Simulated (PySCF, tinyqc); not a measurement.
Inside a calculation. Method: G0W0 on RHF in the sto-3g basis, for LiH, spin multiplicity 1. The lowest restricted solution is unstable here: a spin-polarised one lies 0.0130 hartree lower (PySCF). One step of it, computed by the program tinyqc.

Problem. G0W0 on Hartree-Fock: LUMO. W(p,q,m) = sqrt2 sum_ia (pq|ia) (X+Y)_ia,m; Sigma_c(x) = sum_(i,m) W^2/(x - e_i + w_m) + sum_(a,m) W^2/(x - e_a - w_m); solve x = e_p + Sigma_c(x) by Newton steps; Z = 1/(1 - dSigma/dx); 1 hartree = 27.211386 eV.

orbital energies (hartree): MO1 -2.371653, MO2 -0.222831, MO3 0.068167, MO4 0.158571, MO5 0.158571, MO6 0.351559

Two-electron integrals over orbitals (pq|rs), unique and non-zero (hartree):
```
p,q,r,s,(pq|rs)
1,1,1,1,1.659432
2,1,1,1,-0.097633
2,1,2,1,0.009871
2,2,1,1,0.301838
2,2,2,1,0.002082
2,2,2,2,0.439513
3,1,1,1,-0.142366
3,1,2,1,0.010744
3,1,2,2,-0.010197
3,1,3,1,0.022026
3,2,1,1,0.034280
3,2,2,1,-0.002505
3,2,2,2,-0.064418
3,2,3,1,-0.000378
3,2,3,2,0.026314
3,3,1,1,0.388260
3,3,2,1,-0.008406
3,3,2,2,0.212198
3,3,3,1,0.000586
3,3,3,2,0.016591
3,3,3,3,0.323512
4,1,4,1,0.009801
4,2,4,1,0.007288
4,2,4,2,0.020905
4,3,4,1,0.010424
4,3,4,2,0.020934
4,3,4,3,0.041387
4,4,1,1,0.396344
4,4,2,1,-0.003509
4,4,2,2,0.237531
4,4,3,1,-0.005074
4,4,3,2,0.017312
4,4,3,3,0.278113
4,4,4,4,0.312946
5,1,5,1,0.009801
5,2,5,1,0.007288
5,2,5,2,0.020905
5,3,5,1,0.010424
5,3,5,2,0.020934
5,3,5,3,0.041387
5,4,5,4,0.016869
5,5,1,1,0.396344
5,5,2,1,-0.003509
5,5,2,2,0.237531
5,5,3,1,-0.005074
5,5,3,2,0.017312
5,5,3,3,0.278113
5,5,4,4,0.279207
5,5,5,5,0.312946
6,1,1,1,0.066987
6,1,2,1,-0.008818
6,1,2,2,-0.007081
6,1,3,1,-0.004352
6,1,3,2,0.002882
6,1,3,3,0.011599
6,1,4,4,0.001634
6,1,5,5,0.001634
6,1,6,1,0.010575
6,2,1,1,-0.085505
6,2,2,1,0.001064
6,2,2,2,0.104571
6,2,3,1,0.004610
6,2,3,2,-0.049596
6,2,3,3,-0.017335
6,2,4,4,-0.041427
6,2,5,5,-0.041427
6,2,6,1,0.001445
6,2,6,2,0.132016
6,3,1,1,0.026770
6,3,2,1,-0.002138
6,3,2,2,-0.062001
6,3,3,1,0.003906
6,3,3,2,0.021967
6,3,3,3,0.037116
6,3,4,4,0.010562
6,3,5,5,0.010562
6,3,6,1,0.004669
6,3,6,2,-0.042758
6,3,6,3,0.034914
6,4,4,1,-0.005564
6,4,4,2,-0.017790
6,4,4,3,-0.011082
6,4,6,4,0.018695
6,5,5,1,-0.005564
6,5,5,2,-0.017790
6,5,5,3,-0.011082
6,5,6,5,0.018695
6,6,1,1,0.347854
6,6,2,1,0.000427
6,6,2,2,0.409334
6,6,3,1,-0.010271
6,6,3,2,-0.050730
6,6,3,3,0.239254
6,6,4,4,0.255111
6,6,5,5,0.255111
6,6,6,1,-0.005287
6,6,6,2,0.086204
6,6,6,3,-0.047223
6,6,6,6,0.402515
```

excitation energies w (hartree): 0.320760  0.420988  0.420988  0.803462  2.483202  2.549776  2.549776  2.744552

X + Y:
```
,1,2,3,4,5,6,7,8
1>3,-0.000960,0.000000,0.000000,-0.006882,0.990684,0.000000,0.000000,-0.030964
1>4,0.000000,0.002781,-0.010747,0.000000,0.000000,0.052757,0.994750,0.000000
1>5,0.000000,-0.010747,-0.002781,0.000000,0.000000,0.994750,-0.052757,0.000000
1>6,-0.004414,0.000000,0.000000,-0.001543,0.034388,0.000000,0.000000,0.995566
2>3,0.941525,0.000000,0.000000,-0.090998,-0.000071,0.000000,0.000000,0.000449
2>4,0.000000,-0.238479,0.921454,0.000000,0.000000,0.000093,0.001749,0.000000
2>5,0.000000,0.921454,0.238479,0.000000,0.000000,0.001749,-0.000093,0.000000
2>6,0.202339,0.000000,0.000000,0.835785,0.001919,0.000000,0.000000,0.000424
```

Give: The 12 largest terms at x = e_p; Newton steps; quasiparticle energy of the LUMO; Hartree-Fock value.

Solution.

The 12 largest terms at x = e_p (hartree; W for the signs of X + Y given):
```
q,m,W,term
2,4,-0.0620,0.0035
6,4,-0.0534,-0.0026
5,2,0.0271,-0.0014
4,3,0.0271,-0.0014
3,1,0.0171,-0.0009
2,1,0.0208,0.0007
3,4,-0.0227,-0.0006
6,1,0.0170,-4.77e-04
1,5,0.0307,1.91e-04
3,8,0.0163,-9.69e-05
4,2,-0.0070,-9.63e-05
5,3,0.0070,-9.63e-05
```

Newton steps (hartree):
```
step,x,Sigma_c(x),Z
0,0.0682,-0.0036,0.9829
1,0.0647,-0.0035,0.9831
2,0.0647,-0.0035,0.9831
```

quasiparticle energy of the LUMO = 1.7595 eV

Hartree-Fock value = 1.8549 eV
